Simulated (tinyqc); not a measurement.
Worked calculation: UHF in the sto-3g basis, for CH2, spin multiplicity 3. One step of it, computed by the program tinyqc.

Question. Iteration 1: diagonalisation and new density. Diagonalise F' = X^T F X, C = X C', fill 5 alpha and 3 beta electrons from the bottom; D(s) = C_occ C_occ^T; the new density keeps 0.7 of the old one (damping). Each column has its largest component positive (the first on a tie).

F(alpha) (hartree), lower triangle:
```
             1C 1s      1C 2s     1C 2px     1C 2py     1C 2pz      2H 1s      3H 1s
1C 1s   -10.669210
1C 2s    -2.921934  -1.366941
1C 2px    0.000000   0.000000  -0.184146
1C 2py   -0.000851  -0.003991   0.000000  -0.156303
1C 2pz   -0.002880   0.015054   0.000000  -0.002683  -0.196620
2H 1s    -0.509586  -0.561286   0.000000  -0.322510  -0.176314  -0.298436
3H 1s    -0.461179  -0.529406   0.000000   0.314276  -0.170945  -0.132614  -0.277420
```

F(beta) (hartree), lower triangle:
```
             1C 1s      1C 2s    1C 2px     1C 2py     1C 2pz      2H 1s      3H 1s
1C 1s   -10.618406
1C 2s    -2.870181  -1.020615
1C 2px    0.000000   0.000000  0.540563
1C 2py   -0.000822  -0.005166  0.000000  -0.067501
1C 2pz    0.004103  -0.254252  0.000000  -0.000394   0.419905
2H 1s    -0.498463  -0.501956  0.000000  -0.309330  -0.180453  -0.278475
3H 1s    -0.451030  -0.474240  0.000000   0.301816  -0.175717  -0.120797  -0.260178
```

X, lower triangle:
```
            1C 1s      1C 2s    1C 2px     1C 2py     1C 2pz      2H 1s     3H 1s
1C 1s    1.026429
1C 2s   -0.146332   1.178180
1C 2px   0.000000   0.000000  1.000000
1C 2py  -0.000716   0.008926  0.000000   1.119611
1C 2pz  -0.008413   0.076000  0.000000   0.003921   1.037525
2H 1s    0.023298  -0.256875  0.000000  -0.229867  -0.126446   1.163798
3H 1s    0.022245  -0.235404  0.000000   0.214672  -0.117628  -0.019040  1.143654
```

D(alpha) at the start, lower triangle:
```
            1C 1s      1C 2s    1C 2px     1C 2py    1C 2pz     2H 1s     3H 1s
1C 1s    1.032089
1C 2s   -0.128184   0.569272
1C 2px   0.000000   0.000000  1.000000
1C 2py   0.003334  -0.012617  0.000000   0.601658
1C 2pz   0.057449  -0.199300  0.000000  -0.004509  0.921805
2H 1s   -0.081932   0.200930  0.000000   0.198248  0.062827  0.162518
3H 1s   -0.078285   0.195186  0.000000  -0.201621  0.061132  0.024016  0.151741
```

D(beta) at the start, lower triangle:
```
            1C 1s      1C 2s    1C 2px     1C 2py    1C 2pz     2H 1s     3H 1s
1C 1s    1.017183
1C 2s   -0.078085   0.400889
1C 2px   0.000000   0.000000  0.000000
1C 2py   0.002846  -0.010979  0.000000   0.601642
1C 2pz  -0.054637   0.177427  0.000000  -0.008175  0.078947
2H 1s   -0.079065   0.191295  0.000000   0.198342  0.084384  0.161967
3H 1s   -0.075274   0.185067  0.000000  -0.201523  0.083772  0.023437  0.151133
```

overlap S, lower triangle:
```
           1C 1s     1C 2s    1C 2px     1C 2py    1C 2pz     2H 1s     3H 1s
1C 1s   1.000000
1C 2s   0.248362  1.000000
1C 2px  0.000000  0.000000  1.000000
1C 2py  0.000000  0.000000  0.000000   1.000000
1C 2pz  0.000000  0.000000  0.000000   0.000000  1.000000
2H 1s   0.042473  0.400337  0.000000   0.352909  0.201385  1.000000
3H 1s   0.038418  0.377975  0.000000  -0.338106  0.193032  0.082446  1.000000
```

Give: F' = X^T F X; orbital energies; coefficients C; F' = X^T F X; orbital energies; coefficients C; D(alpha) after iteration 1; D(beta) after iteration 1.

Answer.

F' = X^T F X (alpha) (hartree), lower triangle:
```
          1        2        3        4        5        6       7
1  -10.4305
2   -1.5746  -0.5915
3    0.0000   0.0000  -0.1841
4   -0.0019   0.0099   0.0000   0.1058
5   -0.0334   0.1540   0.0000   0.0040  -0.1205
6   -0.0336  -0.3829   0.0000  -0.3784  -0.1918   0.0591
7   -0.0220  -0.3562   0.0000   0.3622  -0.1811  -0.0524  0.0430
```

orbital energies (alpha) (hartree): MO1 -10.6777, MO2 -0.7130, MO3 -0.4189, MO4 -0.2668, MO5 -0.1841, MO6 0.5089, MO7 0.6331

coefficients C (alpha):
```
            MO1      MO2      MO3      MO4     MO5      MO6      MO7
1C 1s    0.9917  -0.2317   0.0041   0.0879  0.0000   0.1728  -0.0366
1C 2s    0.0340   0.7498  -0.0207  -0.3949  0.0000  -0.8817   0.1992
1C 2px   0.0000   0.0000   0.0000   0.0000  1.0000   0.0000   0.0000
1C 2py   0.0003   0.0060   0.5683  -0.0048  0.0000   0.1860   0.9975
1C 2pz   0.0027   0.0116   0.0078   0.8544  0.0000  -0.6051   0.1255
2H 1s   -0.0070   0.2799   0.4248   0.2174  0.0000   0.6232  -0.8920
3H 1s   -0.0065   0.2639  -0.4350   0.2275  0.0000   0.8875   0.5708
```

F' = X^T F X (beta) (hartree), lower triangle:
```
          1        2       3        4        5        6       7
1  -10.3856
2   -1.5710  -0.2333
3    0.0000   0.0000  0.5406
4   -0.0017   0.0092  0.0000   0.2050
5    0.0087  -0.1132  0.0000   0.0067   0.5037
6   -0.0357  -0.3689  0.0000  -0.3843  -0.2062   0.0646
7   -0.0241  -0.3436  0.0000   0.3677  -0.1954  -0.0519  0.0478
```

orbital energies (beta) (hartree): MO1 -10.6245, MO2 -0.5620, MO3 -0.3773, MO4 0.4135, MO5 0.5406, MO6 0.6505, MO7 0.7018

coefficients C (beta):
```
            MO1      MO2      MO3      MO4     MO5      MO6      MO7
1C 1s    0.9931  -0.1854   0.0037  -0.2127  0.0000  -0.0838   0.0557
1C 2s    0.0283   0.5606  -0.0172   0.9434  0.0000   0.4799  -0.3180
1C 2px   0.0000   0.0000   0.0000   0.0000  1.0000   0.0000   0.0000
1C 2py   0.0003   0.0108   0.5227  -0.0437  0.0000  -0.4625  -0.9292
1C 2pz   0.0022   0.1965  -0.0077  -0.4408  0.0000   0.8413  -0.4140
2H 1s   -0.0059   0.3818   0.4493  -0.4439  0.0000  -0.2024   0.9510
3H 1s   -0.0054   0.3565  -0.4754  -0.4949  0.0000  -0.8402  -0.3467
```

D(alpha) after iteration 1, lower triangle:
```
          1C 1s    1C 2s  1C 2px   1C 2py  1C 2pz    2H 1s   3H 1s
1C 1s    1.0359
1C 2s   -0.1422   0.6144
1C 2px   0.0000   0.0000  1.0000
1C 2py   0.0026  -0.0104  0.0000   0.5181
1C 2pz   0.0627  -0.2381  0.0000  -0.0031  0.8643
2H 1s   -0.0726   0.1752  0.0000   0.2114  0.1017   0.2056
3H 1s   -0.0696   0.1717  0.0000  -0.2152  0.1010  -0.0016  0.1994
```

D(beta) after iteration 1, lower triangle:
```
          1C 1s    1C 2s  1C 2px   1C 2py  1C 2pz    2H 1s   3H 1s
1C 1s    1.0182
1C 2s   -0.0774   0.3752
1C 2px   0.0000   0.0000  0.0000
1C 2py   0.0021  -0.0086  0.0000   0.5031
1C 2pz  -0.0485   0.1573  0.0000  -0.0063  0.0669
2H 1s   -0.0778   0.1957  0.0000   0.2105  0.0805   0.2177
3H 1s   -0.0747   0.1919  0.0000  -0.2145  0.0808  -0.0068  0.2117
```
